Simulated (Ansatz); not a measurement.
**Molecular dynamics of AlClH$_{2}$**

Input file:

```yaml
crystal:
  periodic: [false, false, false]
  atoms:
    - { symbol: Al, position_ang: [0.2346, 0.0, -0.640706] }
    - { symbol: Cl, position_ang: [1.297232, 0.0, 1.770054] }
    - { symbol: H, position_ang: [1.770556, 0.0, 0.256097] }
    - { symbol: H, position_ang: [-1.355389, 0.0, -0.261244] }
basis:
  gaussian: { orbitals: def2-SVP }
hamiltonian:
  xc: revpbe
  dispersion: d4
md:
  timestep: 0.5
  n_steps: 200
  ensemble: nve
  temperature: 100.0
  initial_velocities: maxwell_boltzmann
  seed: 9643
```

Launched with:

```bash
$ ansatz run input.yaml --threads 1 --pin off --max-ram 2048MiB --backend cpu --events-out ev --progress --plain --runs-dir out
```

It starts at the highest image of a converged band, a first-order saddle point between two minima.

Output, in part (step lines, the closing report, with atoms numbered from 0):

```
md step     0: t =     0.00 fs  T =   100.0 K  F+E_penalty+E_count = -19141.01653193 eV  E_kin = 0.025852 eV  conserved = -19140.99067993 eV  (26 SCF iters)
md step     1: t =     0.50 fs  T =    99.0 K  F+E_penalty+E_count = -19141.01626278 eV  E_kin = 0.025585 eV  conserved = -19140.99067766 eV  (25 SCF iters)
md step     2: t =     1.00 fs  T =    96.8 K  F+E_penalty+E_count = -19141.01570403 eV  E_kin = 0.025030 eV  conserved = -19140.99067355 eV  (25 SCF iters)
md step     3: t =     1.50 fs  T =    93.8 K  F+E_penalty+E_count = -19141.01491911 eV  E_kin = 0.024251 eV  conserved = -19140.99066808 eV  (25 SCF iters)
md step     4: t =     2.00 fs  T =    90.3 K  F+E_penalty+E_count = -19141.01399423 eV  E_kin = 0.023332 eV  conserved = -19140.99066174 eV  (25 SCF iters)
md step     5: t =     2.50 fs  T =    86.5 K  F+E_penalty+E_count = -19141.01302942 eV  E_kin = 0.022374 eV  conserved = -19140.99065518 eV  (25 SCF iters)
md step     6: t =     3.00 fs  T =    83.1 K  F+E_penalty+E_count = -19141.01212880 eV  E_kin = 0.021480 eV  conserved = -19140.99064896 eV  (25 SCF iters)
md step     7: t =     3.50 fs  T =    80.3 K  F+E_penalty+E_count = -19141.01139161 eV  E_kin = 0.020748 eV  conserved = -19140.99064358 eV  (25 SCF iters)
[... lines left out ...]
Total energy: -19141.06148710 eV, -703.4210353736 hartree
Atom 0 at    -0.007070     0.002049    -1.111369 Å, force     0.268025     0.002794    -0.072263 eV/Å
Atom 1 at     1.457834     0.001911     2.083049 Å, force    -0.103616    -0.002510     0.013230 eV/Å
Atom 2 at     2.750647    -0.070613     1.988460 Å, force    -0.021767     0.002925    -0.100791 eV/Å
Atom 3 at    -1.514764    -0.051439    -0.402800 Å, force    -0.142642    -0.003209     0.159824 eV/Å
Dipole moment:     0.343344    -0.015510     0.184392 e Å
```

The steps, from the saved trajectory:

```tsv
time (fs)	T (K)	potential energy less start (eV)	conserved less start (meV/atom)
0.0	100	0.000	0.00
3.0	83	0.004	0.01
6.0	84	0.004	0.01
9.0	122	-0.006	0.00
12.0	143	-0.011	0.00
15.0	159	-0.015	0.01
18.0	204	-0.027	0.00
21.0	233	-0.034	0.00
24.0	253	-0.040	0.01
27.0	309	-0.054	0.01
30.0	375	-0.071	0.00
33.0	411	-0.080	0.01
36.0	437	-0.087	0.01
39.0	464	-0.094	0.00
42.0	467	-0.095	0.00
45.0	461	-0.093	0.01
48.0	474	-0.097	0.01
51.0	487	-0.100	0.00
54.0	483	-0.099	0.01
57.0	496	-0.102	0.01
60.0	525	-0.110	0.00
63.0	534	-0.112	0.00
66.0	539	-0.114	0.01
69.0	558	-0.118	0.00
72.0	566	-0.120	0.00
75.0	544	-0.115	0.01
78.0	524	-0.110	0.01
81.0	505	-0.105	0.00
84.0	462	-0.093	0.00
87.0	413	-0.081	0.01
90.0	382	-0.073	0.01
93.0	350	-0.065	0.00
96.0	305	-0.053	0.01
99.0	277	-0.046	0.01
```

All steps were run. The conserved energy stayed within 0.012 meV per atom of its start (net change 0.0062 meV per atom), so the integration is sound. The kinetic energy rose, since the run started high on the potential surface and went downhill. It ends in pieces (AlH + ClH), so much of that is their flight and rotation, not heat. A run of 0.1 ps of so small a system gives no equilibrium averages. The orbitals stay closed-shell, which can raise the energy where a bond breaks towards radicals; this wasn't checked here.

Between its relaxed ends the band would form Cl2–H3 and break Al1–Cl2, Al1–H3. These pairs go: Cl2–H3 1.59 → 1.30 Å, Al1–Cl2 2.63 → 3.51 Å, Al1–H3 1.78 → 4.15 Å. In the last frame they stand as after the step (other bonds may differ from the relaxed reactants and products). It ends as AlH + ClH. Pairs count as bonded within 1.25 times the sum of covalent radii (0.12 Å more for H–H).

Last frame:

```xyz
4
Properties=species:S:1:pos:R:3
Al -0.007 0.002 -1.111
Cl 1.458 0.002 2.083
H 2.751 -0.071 1.988
H -1.515 -0.051 -0.403
```

Time of the run: 2.5 min on 1 thread of Arm Neoverse V1, on a shared host, peak memory 0.087 GiB.
